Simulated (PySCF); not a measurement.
## Electric field gradients and quadrupole coupling constants

Species: (LiH)3 ring, Li₃H₃.
Structure used (PBE0-D3(BJ)/def2-SVP), in Å, numbered top down from 1:
```
atom  x, y, z in Å
Li1    0.5358    0.9590   -1.1773
H2     1.7769    0.1608   -0.3032
Li3    1.0394   -0.8147    0.8997
H4    -0.6019   -1.0803    1.3211
Li5   -1.5809   -0.1397    0.2729
H6    -1.1693    0.9150   -1.0132
```

Field gradients from the PBE0/pcSseg-1 density (PySCF, non-relativistic), principal values in atomic units, ordered |Vxx| ≤ |Vyy| ≤ |Vzz|:

| atom | Vxx | Vyy | Vzz |
| --- | --- | --- | --- |
| Li1 | 0.0231 | 0.0361 | -0.0592 |
| Li3 | 0.0236 | 0.0361 | -0.0597 |
| Li5 | 0.0231 | 0.0361 | -0.0592 |

Find the asymmetry η = (Vxx − Vyy)/Vzz and the couplings χ = eQV/h (234.96 MHz × Q in barn × V in au), with Q(7Li) = −0.04 b.

```tsv
atom	environment	nucleus	η	χzz (MHz)	χxx (MHz)	χyy (MHz)
Li1	lithium bonded to 2 H	7Li	0.22	0.556	-0.217	-0.339
Li3	lithium bonded to 2 H	7Li	0.21	0.561	-0.222	-0.339
Li5	lithium bonded to 2 H	7Li	0.22	0.556	-0.217	-0.339
```

What is Vzz at Li1 in SI units (1 au = 9.71736 × 10²¹ V/m²)?

-0.0592 au = -0.575 × 10²¹ V/m².

What couplings would deuterons (Q(2H) = 0.00286 b) have in place of the hydrogens, at this geometry?

```csv
atom,bonded to,bond length (Å),Vzz (au),η,χzz (kHz)
H2,Li1 Li3,1.715/1.715,0.0443,0.72,30
H4,Li3 Li5,1.715/1.715,0.0443,0.72,30
H6,Li1 Li5,1.713/1.713,0.0455,0.68,31
```

Isolated species at its PBE0-D3(BJ)/def2-SVP geometry, gas phase. The small basis limits the accuracy of the gradients.
